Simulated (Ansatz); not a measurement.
Cubic perovskite KTaO3 was calculated with PBE-D3(BJ) (plane waves, PAW; Ansatz, a quantum-chemistry and plane-wave program).

Settings: plane-wave cutoff 500 eV, 8×8×8 k mesh, gaussian smearing 0.02 eV, scalar-relativistic PAW data made under PBE.

Cell (relaxed at this level):

```yaml
crystal:
  lattice:
    - [4.00392, 0.00000, 0.00000]
    - [0.00000, 4.00392, 0.00000]
    - [0.00000, 0.00000, 4.00392]
  atoms:
    - { symbol: K, position: [0.00000, 0.00000, 0.00000] }
    - { symbol: Ta, position: [0.50000, 0.50000, 0.50000] }
    - { symbol: O, position: [0.50000, 0.00000, 0.50000] }
    - { symbol: O, position: [0.00000, 0.50000, 0.50000] }
    - { symbol: O, position: [0.50000, 0.50000, 0.00000] }
```

Problem. What does this level give for the band gap?

Solution. 
- band gap: 2.20 eV (on the SCF k mesh)

Measured, for comparison: band gap 3.64 eV (temperature not stated, not corrected to a static lattice, indirect; as tabulated in Himmetoglu and Janotti (2016), arXiv:1601.06205).

Spin–orbit coupling is not included.

Computed values are for the static lattice.
